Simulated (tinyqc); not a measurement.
UHF in the sto-6g basis, for LiH+, spin multiplicity 2, step by step (part 3 of 3). Computed by tinyqc, a small Python program that keeps every step (integrals from PySCF). Command: `OMP_NUM_THREADS=1 python tinyqc.py 26767 26768 out.jsonl` (the two numbers bound the seeds that draw the settings). One thread of a shared host (Intel(R) Xeon(R) Processor @ 2.60GHz), about 0.2 s of CPU time with the checks.

Geometry (angstrom):
```
atom         x         y         z
Li    0.000000  0.000000  0.000000
H     0.000000  0.000000  1.992000
```

## Iteration 15 (converged): orbitals

converged F(alpha) (hartree), order 1Li 1s, 1Li 2s, 1Li 2px, 1Li 2py, 1Li 2pz, 2H 1s:
```
[[-2.760403, -0.701500, 0.000000, 0.000000, -0.000352, -0.090255],
 [-0.701500, -0.413196, 0.000000, 0.000000, -0.103063, -0.319803],
 [0.000000, 0.000000, -0.095282, 0.000000, 0.000000, 0.000000],
 [0.000000, 0.000000, 0.000000, -0.095282, 0.000000, 0.000000],
 [-0.000352, -0.103063, 0.000000, 0.000000, -0.236148, -0.411480],
 [-0.090255, -0.319803, 0.000000, 0.000000, -0.411480, -0.723500]]
```

converged F(beta) (hartree), order 1Li 1s, 1Li 2s, 1Li 2px, 1Li 2py, 1Li 2pz, 2H 1s:
```
[[-2.757332, -0.700763, 0.000000, 0.000000, 0.000253, -0.088462],
 [-0.700763, -0.346117, 0.000000, 0.000000, -0.011078, -0.133051],
 [0.000000, 0.000000, -0.088208, 0.000000, 0.000000, 0.000000],
 [0.000000, 0.000000, 0.000000, -0.088208, 0.000000, 0.000000],
 [0.000253, -0.011078, 0.000000, 0.000000, -0.107424, -0.141408],
 [-0.088462, -0.133051, 0.000000, 0.000000, -0.141408, -0.031369]]
```

X, order 1Li 1s, 1Li 2s, 1Li 2px, 1Li 2py, 1Li 2pz, 2H 1s:
```
[[1.022327, -0.127018, 0.000000, 0.000000, -0.006583, 0.016753],
 [-0.127018, 1.067176, 0.000000, 0.000000, 0.061759, -0.188308],
 [0.000000, 0.000000, 1.000000, 0.000000, 0.000000, 0.000000],
 [0.000000, 0.000000, 0.000000, 1.000000, 0.000000, 0.000000],
 [-0.006583, 0.061759, 0.000000, 0.000000, 1.083930, -0.256850],
 [0.016753, -0.188308, 0.000000, 0.000000, -0.256850, 1.127870]]
```

Diagonalise F' = X^T F X, C = X C', fill 2 alpha and 1 beta electrons from the bottom; D(s) = C_occ C_occ^T. Each column has its largest component positive (the first on a tie).

F' = X^T F X (alpha) (hartree):
```
[[-2.711543, -0.355046, 0.000000, 0.000000, 0.000358, 0.009466],
 [-0.355046, -0.231281, 0.000000, 0.000000, -0.010636, -0.185183],
 [0.000000, 0.000000, -0.095282, 0.000000, 0.000000, 0.000000],
 [0.000000, 0.000000, 0.000000, -0.095282, 0.000000, 0.000000],
 [0.000358, -0.010636, 0.000000, 0.000000, -0.101142, -0.265362],
 [0.009466, -0.185183, 0.000000, 0.000000, -0.265362, -0.586064]]
```

orbital energies (alpha) (hartree): [-2.761494, -0.755716, -0.152005, -0.095282, -0.095282, 0.039185]

coefficients C (alpha), order 1Li 1s, 1Li 2s, 1Li 2px, 1Li 2py, 1Li 2pz, 2H 1s:
```
[[0.994697, -0.072978, -0.237990, 0.000000, 0.000000, -0.101103],
 [0.021737, 0.168647, 0.957486, 0.000000, 0.000000, 0.498576],
 [0.000000, 0.000000, 0.000000, 0.422562, 0.906334, 0.000000],
 [0.000000, 0.000000, 0.000000, 0.906334, -0.422562, 0.000000],
 [0.001411, 0.184712, -0.380088, 0.000000, 0.000000, 1.032544],
 [-0.001290, 0.849752, -0.191798, 0.000000, 0.000000, -0.784179]]
```

F' = X^T F X (beta) (hartree):
```
[[-2.707891, -0.359215, 0.000000, 0.000000, -0.004894, -0.001211],
 [-0.359215, -0.199142, 0.000000, 0.000000, 0.029830, -0.110927],
 [0.000000, 0.000000, -0.088208, 0.000000, 0.000000, 0.000000],
 [0.000000, 0.000000, 0.000000, -0.088208, 0.000000, 0.000000],
 [-0.004894, 0.029830, 0.000000, 0.000000, -0.047978, -0.152698],
 [-0.001211, -0.110927, 0.000000, 0.000000, -0.152698, 0.078413]]
```

orbital energies (beta) (hartree): [-2.758410, -0.203208, -0.128065, -0.088208, -0.088208, 0.213084]

coefficients C (beta), order 1Li 1s, 1Li 2s, 1Li 2px, 1Li 2py, 1Li 2pz, 2H 1s:
```
[[0.994759, -0.213606, 0.135528, 0.000000, 0.000000, 0.089822],
 [0.021739, 0.795613, -0.562598, 0.000000, 0.000000, -0.494249],
 [0.000000, 0.000000, 0.000000, 0.818747, -0.574155, 0.000000],
 [0.000000, 0.000000, 0.000000, 0.574155, 0.818747, 0.000000],
 [0.001203, 0.277140, 0.751049, 0.000000, 0.000000, -0.777079],
 [-0.003128, 0.317712, 0.249203, 0.000000, 0.000000, 1.100341]]
```

D(alpha) after iteration 15, order 1Li 1s, 1Li 2s, 1Li 2px, 1Li 2py, 1Li 2pz, 2H 1s:
```
[[0.994749, 0.009314, 0.000000, 0.000000, -0.012076, -0.063297],
 [0.009314, 0.028914, 0.000000, 0.000000, 0.031182, 0.143280],
 [0.000000, 0.000000, 0.000000, 0.000000, 0.000000, 0.000000],
 [0.000000, 0.000000, 0.000000, 0.000000, 0.000000, 0.000000],
 [-0.012076, 0.031182, 0.000000, 0.000000, 0.034120, 0.156957],
 [-0.063297, 0.143280, 0.000000, 0.000000, 0.156957, 0.722080]]
```

D(beta) after iteration 15, order 1Li 1s, 1Li 2s, 1Li 2px, 1Li 2py, 1Li 2pz, 2H 1s:
```
[[0.989546, 0.021625, 0.000000, 0.000000, 0.001196, -0.003111],
 [0.021625, 0.000473, 0.000000, 0.000000, 0.000026, -0.000068],
 [0.000000, 0.000000, 0.000000, 0.000000, 0.000000, 0.000000],
 [0.000000, 0.000000, 0.000000, 0.000000, 0.000000, 0.000000],
 [0.001196, 0.000026, 0.000000, 0.000000, 0.000001, -0.000004],
 [-0.003111, -0.000068, 0.000000, 0.000000, -0.000004, 0.000010]]
```

Within a degenerate level the vectors are fixed only up to a rotation; this is one choice.

## Convergence

Stop when the energy changes by less than 1e-08 hartree and every element of the error matrix X^T (F D S - S D F) X (for each spin) is below 3e-05.

Course of the cycle:
```
iteration  E (hartree)     change  largest element of the error matrix
1          -7.67686709          -                             1.15e-01
2          -7.69621113  -1.93e-02                             6.38e-02
3          -7.70569827  -9.49e-03                             2.10e-02
4          -7.70956846  -3.87e-03                             6.24e-03
5          -7.71087112  -1.30e-03                             1.87e-03
6          -7.71127583  -4.05e-04                             5.60e-04
7          -7.71139850  -1.23e-04                             1.68e-04
8          -7.71143542  -3.69e-05                             5.04e-05
9          -7.71144650  -1.11e-05                             1.51e-05
10         -7.71144983  -3.33e-06                             4.53e-06
11         -7.71145083  -9.98e-07                             1.36e-06
12         -7.71145113  -2.99e-07                             4.08e-07
13         -7.71145122  -8.98e-08                             1.22e-07
14         -7.71145124  -2.69e-08                             3.67e-08
15         -7.71145125  -8.08e-09                             1.10e-08
```

PySCF UHF in the same basis, after a stability check = -7.71145125 hartree

Converged in 15 iterations.

## Populations, bond orders and dipole

overlap S, order 1Li 1s, 1Li 2s, 1Li 2px, 1Li 2py, 1Li 2pz, 2H 1s:
```
[[1.000000, 0.235742, 0.000000, 0.000000, 0.000000, 0.029154],
 [0.235742, 1.000000, 0.000000, 0.000000, 0.000000, 0.303397],
 [0.000000, 0.000000, 1.000000, 0.000000, 0.000000, 0.000000],
 [0.000000, 0.000000, 0.000000, 1.000000, 0.000000, 0.000000],
 [0.000000, 0.000000, 0.000000, 0.000000, 1.000000, 0.422070],
 [0.029154, 0.303397, 0.000000, 0.000000, 0.422070, 1.000000]]
```

Mulliken: Z minus the diagonal of D S on the atom; Loewdin: the same with S^(1/2) D S^(1/2); Mayer order: 2 sum_s sum (D(s) S)_ij (D(s) S)_ji over the two atoms.

Charges (e):
```
atom  Mulliken   Loewdin  Mulliken spin
1Li   0.829849  0.783104       0.169944
2H    0.170151  0.216896       0.830056
```

Mayer bond orders:
```
pair     order
2-1   0.282056
```

dipole moment about the origin, x y z (debye): [0.000000, 0.000000, 0.637373]

<S^2> of the determinant (pure state: 0.75) = 0.750000
